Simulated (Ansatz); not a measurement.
```xyz
20

C     1.753   -0.572    1.348
C     0.301   -1.002    1.207
C    -0.438   -0.442   -0.011
C     0.178   -0.924   -1.319
C    -0.552    1.081    0.044
C    -1.502    1.672   -0.985
H     1.848    0.511    1.450
H     2.203   -1.023    2.236
H     2.353   -0.880    0.489
H    -0.248   -0.709    2.109
H     0.254   -2.096    1.166
H    -1.461   -0.841    0.037
H    -0.441   -0.657   -2.178
H     0.290   -2.011   -1.321
H     1.167   -0.486   -1.479
H     0.441    1.526   -0.084
H    -0.887    1.369    1.048
H    -1.156    1.496   -2.006
H    -2.501    1.235   -0.894
H    -1.600    2.752   -0.857
```

Charge 0, multiplicity 1.

List the B3LYP/def2-TZVPP orbital energies in eV (Ansatz 0.2.0). (An estimate is asked.)

Computed: Occupied: -276.66, -276.49, -276.49, -276.36, -276.34, -276.31, -22.27, -20.42, -19.38, -17.69, -16.62, -14.75, -12.79, -12.37, -12.14, -11.50, -10.60, -10.51, -10.33, -10.05, -9.71, -9.11, -8.63, -8.55, -8.40. Lowest empty: 0.84, 1.49, 1.57, 1.80, 2.49, 2.68, 2.76, 2.86.

B3LYP here is the variant with VWN-RPA as its local correlation; programs differ in this.
